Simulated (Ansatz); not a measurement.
```yaml
crystal:
  periodic: [false, false, false]
  atoms:
    - {symbol: B, position_ang: [0.000000, 0.000000, -0.262314]}
    - {symbol: Li, position_ang: [0.000000, 0.000000, 1.705388]}
    - {symbol: H, position_ang: [0.000000, 0.000000, -1.443074]}
basis:
  gaussian: {orbitals: def2-TZVP}
magnetization: {spin_polarized: true, initial_magnetization: 1}
hamiltonian: {xc: pbe0}
relax: {f_tol: 0.004, max_steps: 80}
```

```sh
$ ansatz run in.yaml --threads 1 --pin off --events-out ev --progress --plain --max-ram 2176MiB
```

Steps of the relaxation (energy above the last step; positions in Å, forces in eV/Å):

```
3
step 1, 44.6 meV
B     0.000    0.000   -0.262    0.000    0.000   -0.116
Li    0.000    0.000    1.705    0.000    0.000    0.770
H     0.000    0.000   -1.443    0.000    0.000   -0.654
```

```
3
step 2, 1.6 meV
B     0.000    0.000   -0.284    0.000    0.000    0.099
Li    0.000    0.000    1.767    0.000    0.000    0.101
H     0.000    0.000   -1.483    0.000    0.000   -0.200
```

```
3
step 3, 0.0 meV
B     0.000    0.000   -0.286    0.000    0.000    0.017
Li    0.000    0.000    1.780    0.000    0.000   -0.003
H     0.000    0.000   -1.494    0.000    0.000   -0.014
```

```
3
step 4, 0.0 meV
B     0.000    0.000   -0.286    0.000    0.000    0.000
Li    0.000    0.000    1.780    0.000    0.000    0.000
H     0.000    0.000   -1.494    0.000    0.000    0.000
```

Close pairs at the end: B1–H3 1.208 Å, B1–Li2 2.066 Å.

A stationary point of unrestricted PBE0 after 4 steps, with ⟨S²⟩ = 0.754 against 0.75 for a pure state; no frequencies were run, so it isn't proven a minimum. 3.1 s on 1 thread of Intel Xeon 6975P-C, shared host.
